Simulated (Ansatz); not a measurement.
Basis sets compared for the cluster C₃H₅ (the lowest doublet isomer of a short search). The state is a doublet with charge 0. Geometry PBE0-D4/def2-TZVP. Ansatz on 2 threads of Arm Neoverse N1 on a shared host; times are rough, and most runs start from earlier orbitals.

```xyz
8

C     0.2375    0.3867   -0.1383
C    -0.6282   -0.1885   -1.0430
C     0.4641   -0.0787    1.1386
H    -0.7650    0.2229   -2.0344
H    -0.0499   -0.9586    1.5095
H     0.7820    1.2735   -0.4556
H     1.1574    0.4163    1.8058
H    -1.1978   -1.0737   -0.7826
```

The structure comes from a short search, and lower isomers may exist.

Binding counts from free atoms (C triplet, H doublet) in the same basis, without a counterpoise term.

| level | functions | energy (Eh) | HOMO (eV) | LUMO (eV) | binding per atom (eV) | wall time |
| --- | --- | --- | --- | --- | --- | --- |
| PBE-D4/def2-SVP | 67 | -117.0074 | -4.57 | -3.00 | 4.29 | 1.7 s |
| PBE-D4/def2-TZVP (with forces) | 123 | -117.1377 | -4.69 | -3.17 | 4.26 | 3.1 s |
| r2SCAN-D4/def2-TZVP | 123 | -117.2298 | -5.12 | -2.51 | 4.19 | 5.5 s |
| PBE0-D4/def2-SVP | 67 | -117.0282 | -5.83 | -1.81 | 4.23 | 1.8 s |
| PBE0-D4/def2-TZVP | 123 | -117.1552 | -5.89 | -1.98 | 4.20 | 5.5 s |

(1) Estimate the rows for PBE-D4/def2-TZVPD, r2SCAN-D4/def2-TZVPD, PBE0-D4/def2-TZVPD.

Answers

(1) 
| level | functions | energy (Eh) | HOMO (eV) | LUMO (eV) | binding per atom (eV) | wall time |
| --- | --- | --- | --- | --- | --- | --- |
| PBE-D4/def2-TZVPD | 156 | -117.1383 | -4.72 | -3.21 | 4.26 | 3.9 s |
| r2SCAN-D4/def2-TZVPD | 156 | -117.2301 | -5.13 | -2.54 | 4.19 | 8 s |
| PBE0-D4/def2-TZVPD | 156 | -117.1556 | -5.91 | -2.03 | 4.20 | 4.2 s |
